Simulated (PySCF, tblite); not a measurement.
# C₅H₈O+ (doublet): geometry, infrared bands and EPR parameters

Aim: predict the infrared bands and EPR parameters of C₅H₈O+ (doublet) (`COCC1[CH][CH+]1`).

Programs: tblite 0.8.0 and PySCF 2.14.0, with density-fitted response routines of our own. Each step states its level of theory. These are calculated values for one molecule in the gas phase, unless marked as measured. Atoms are numbered from 0 throughout.

## 1. Starting geometry

14 atoms, charge 1, multiplicity 2; geometry from: force field or distance geometry start.

Bonds of the start (Å): C0–O1 1.38, O1–C2 1.38, C2–C3 1.54, C3–C4 1.50, C4–C5 1.49, C5–C3 1.48, C0–H6 1.10, C0–H7 1.12, C0–H8 1.12, C2–H9 1.11, C2–H10 1.09, C3–H11 1.10, C4–H12 1.10, C5–H13 1.08.

## 2. Geometry optimisation with GFN2-xTB

Job settings and geometry (Å):

```
{"job": {"kind": "relax", "xc": "GFN2-xTB", "basis": "xTB"}, "charge": 1, "multiplicity": 2}
C      2.257900     0.478200     0.268600
O      0.881400     0.588400     0.354700
C      0.187300    -0.592500     0.233200
C     -1.292300    -0.171000     0.368900
C     -1.641800     0.822300    -0.705900
C     -2.242100    -0.546400    -0.708300
H      2.682100    -0.183900     1.038200
H      2.584200     0.209200    -0.765500
H      2.676600     1.500500     0.427400
H      0.366900    -1.295800     1.074400
H      0.329300    -1.149400    -0.694900
H     -1.706200    -0.017900     1.375100
H     -2.209500     1.677900    -0.322700
H     -2.874600    -1.320000    -1.125300
```

Run with:

```bash
$ OMP_NUM_THREADS=1 python probes_run.py task.json out
```

The driver reads the jobs from task.json and runs them one after another.

**Question.** This job is followed by: GFN2-xTB harmonic vibrations, gas phase; UKS B3LYP, pcH-1 on C H O, non-relativistic, mean-field spin-orbit, GIAO. Predict these results of the whole session: strongest single infrared mode (GFN2-xTB); zero-point energy (GFN2-xTB); g(iso) (B3LYP); ⟨S²⟩; largest a(iso) (averaged by class).

**Answer**, as computed:

```
                                 quantity                  value
strongest single infrared mode (GFN2-xTB)  1112 cm⁻¹, 134 km/mol
             zero-point energy (GFN2-xTB)          69.9 kcal/mol
                           g(iso) (B3LYP)                2.00521
                                     ⟨S²⟩     0.753 (exact 0.75)
       largest a(iso) (averaged by class)   1H on H11, 161.8 MHz
```

In words: The optimisation took 106 steps and gained 1.967 eV; among the close pairs (by a distance rule), C4–C5 changed most, from 1.495 to 1.324 Å. No mode is imaginary among the 36: a minimum at this level. The strongest single mode, at 1112 cm⁻¹, is spread over many atoms; the largest shares are those of O1, C2. Unscaled tight-binding wavenumbers are off by several per cent, some by more. Its intensities can rank the bands wrongly. The largest share of the spin, 0.34 e, sits on O1. The isotropic g lies 2.9 ppt above the free-electron value. These values are for one conformer; the search (at its own cheap level) found 2 more, at 1.17, 1.18 kcal/mol, and measured spectra average over such forms.
